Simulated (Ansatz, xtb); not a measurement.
**Relaxing a trial structure of CHSi2+**

The starting geometry of this gas-phase singlet has its atoms placed at random.

```
atom    x (Å)    y (Å)    z (Å)
   C  -0.5194   1.3301   0.4399
  Si   0.4989  -0.9637  -1.1676
  Si   1.4774   0.8454   0.4645
   H  -0.0693  -1.1100   0.5757
```

Problem. One run relaxed it with r2SCAN-D4/def2-SVP. What is a likely outcome?

Solution. It ends as a structure given below by its coordinates. Distances that change by over a tenth: C1–Si3 (2.05 → 1.76 Å), Si2–Si3 (2.63 → 3.29 Å), Si2–H4 (1.84 → 2.40 Å). Contacts that close: C1–Si2 (2.98 → 1.76 Å), C1–H4 (2.48 → 1.12 Å).

The energy falls by 6.59 eV over 13 steps:

```csv
step,E − E(last) (eV)
1,6.592
2,5.605
4,4.911
5,4.286
6,2.863
8,0.791
9,0.585
10,0.150
12,0.001
13,0.000
```

Final geometry (Å):

```xyz
4

C     0.3237    0.0133    0.1036
Si   -0.0964   -0.6246   -1.4860
Si    1.5439    1.0718    0.8114
H    -0.3838   -0.3588    0.8835
```

From the same start GFN2-xTB reaches the same bonding as this run.

From so rough a start the end depends on the optimiser's path, so another program may land elsewhere. No frequencies were run, so the end isn't proven a minimum. Run with Ansatz 0.2.0, 13 s on 1 thread of Intel(R) Xeon(R) 6975P-C (Granite Rapids), with other jobs on the host.
